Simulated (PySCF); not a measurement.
Dimethylphosphine, C2H7P.
Cartesian coordinates in Å at the PBE0-D3(BJ)/def2-SVP level; atoms count from 1:
```xyz
10
C2H7P angstrom
C      1.4423    0.2462   -0.1053
P      0.2723   -0.3984    1.1807
C     -1.3390    0.1679    0.4581
H      2.4450   -0.1716    0.0691
H      1.5175    1.3396   -0.0009
H      1.1318    0.0113   -1.1350
H      0.2127   -1.7447    0.7015
H     -2.1704   -0.2871    1.0167
H     -1.4490   -0.0790   -0.6088
H     -1.4185    1.2594    0.5772
```

Computed with PySCF at PBE0/def2-SVPD, non-relativistic, on one gas-phase PBE0-D3(BJ)/def2-SVP geometry that isn't relaxed in the solvent. The solvent is an IEF-PCM continuum (van der Waals radii × 1.2), and excitations are vertical TDDFT with non-equilibrium linear response and a frozen core. Only the electrostatic response of the medium enters.

Gas-phase singlets (H = HOMO, L = LUMO):

```csv
state,E (eV),λ (nm),f,leading configurations
S1,6.090,204,0.034,H→L 98%
S2,6.375,194,0.074,H→L+1 98%
S3,7.278,170,0.122,"H→L+3 63%, H→L+2 36%"
S4,7.394,168,0.052,"H→L+2 61%, H→L+3 35%"
S5,8.035,154,0.021,"H→L+4 74%, H→L+5 24%"
```

Problem. Give the list for chloroform (ε = 4.711), n² = 2.09.

Solution. 
```tsv
state	E (eV)	λ (nm)	f	leading configurations	change by rank (eV)
S1	6.197	200	0.057	H→L 98%	+0.107
S2	6.422	193	0.111	H→L+1 98%	+0.047
S3	7.253	171	0.224	H→L+3 93%	-0.025
S4	7.497	165	0.043	H→L+2 92%	+0.103
S5	8.261	150	0.121	H→L+4 85%, H→L+6 14%	+0.226
```

Problem. What are the lowest 5 singlets in tetrahydrofuran (ε = 7.426)?

Solution. 
```json
{"state": "S1", "E (eV)": "6.228", "λ (nm)": "199", "f": "0.057", "leading configurations": "H→L 98%", "change by rank (eV)": "+0.138"}
{"state": "S2", "E (eV)": "6.445", "λ (nm)": "192", "f": "0.110", "leading configurations": "H→L+1 98%", "change by rank (eV)": "+0.070"}
{"state": "S3", "E (eV)": "7.263", "λ (nm)": "171", "f": "0.225", "leading configurations": "H→L+2 72%, H→L+3 26%", "change by rank (eV)": "-0.015"}
{"state": "S4", "E (eV)": "7.530", "λ (nm)": "165", "f": "0.043", "leading configurations": "H→L+3 72%, H→L+2 25%", "change by rank (eV)": "+0.136"}
{"state": "S5", "E (eV)": "8.296", "λ (nm)": "149", "f": "0.108", "leading configurations": "H→L+4 52%, H→L+6 45%", "change by rank (eV)": "+0.261"}
```

Problem. The ground-state energy changes by -0.079 eV from gas to tetrahydrofuran. By how much does the total energy of gas-phase S1 change?

Solution. E(S1) = E(S0) + excitation energy, so it changes by -0.079 + 0.138 = +0.059 eV: it isn't lowered at all, while the ground state is. This is the vertical state, with the slow part of the continuum still set for S0.

Problem. How do the frontier levels move from gas to tetrahydrofuran?

Solution. 
```json
{"orbital": "LUMO+2", "gas (eV)": "1.77", "solvent (eV)": "1.88", "change (eV)": "+0.11"}
{"orbital": "LUMO+1", "gas (eV)": "0.84", "solvent (eV)": "0.91", "change (eV)": "+0.07"}
{"orbital": "LUMO", "gas (eV)": "0.53", "solvent (eV)": "0.67", "change (eV)": "+0.14"}
{"orbital": "HOMO", "gas (eV)": "-6.69", "solvent (eV)": "-6.76", "change (eV)": "-0.07"}
{"orbital": "HOMO-1", "gas (eV)": "-9.46", "solvent (eV)": "-9.33", "change (eV)": "+0.13"}
{"orbital": "HOMO-2", "gas (eV)": "-9.53", "solvent (eV)": "-9.43", "change (eV)": "+0.10"}
{"orbital": "HOMO-3", "gas (eV)": "-11.19", "solvent (eV)": "-11.01", "change (eV)": "+0.18"}
```

The HOMO–LUMO gap goes from 7.23 to 7.43 eV. Rows go by rank; for LUMO+2 the atom shares or the degeneracy differ between the runs, so the row needn't follow one orbital.

The run took 5.9 s wall on one thread, Arm Neoverse V1 (aarch64), on a shared host, and the process peaked at 0.56 GiB of memory. This is the whole response run at PBE0/def2-SVPD in tetrahydrofuran, SCF included.
